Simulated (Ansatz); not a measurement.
CO+, SMILES `[C]#[O+]` radical. Total charge 1; spin multiplicity 2. The geometry is a stationary point of PBE0-D4/def2-TZVP.

```xyz
2

C     0.239   -0.203   -0.455
O    -0.239    0.203    0.455
```

Give the Mulliken charges with B3LYP, r2SCAN, PBE in def2-TZVPP. (Estimate.)

Ansatz gave: 
| atom | B3LYP | r2SCAN | PBE |
| --- | --- | --- | --- |
| C1 | 0.69 | 0.71 | 0.67 |
| O2 | 0.31 | 0.29 | 0.33 |

B3LYP here is the variant with VWN-RPA as its local correlation; programs differ in this.
